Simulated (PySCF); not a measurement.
Homolysis of single bonds, series HO-X. Gas-phase values, no solvent. One relaxed conformer stands for each flexible species; it need not be the lowest. Strings in code marks are SMILES.

The numbers are results of PBE-D3(BJ)/def2-TZVP // B3LYP-D3(BJ)/def2-TZVP (PySCF 2.14.0), not measurements. All candidates: neutral, multiplicity 2. 

The dipole moment is 0.22 D and the highest occupied spin orbital is -3.72 eV.

Say which member has these values.
A. `C[Si](C)C`
B. `[OH]`
C. `[SiH3]`
D. `C[C](C)C`

D, `C[C](C)C`. The others give `[SiH3]`: 0.03 D, -5.33 eV; `C[Si](C)C`: 0.71 D, -4.14 eV; `[OH]`: 1.73 D, -7.16 eV
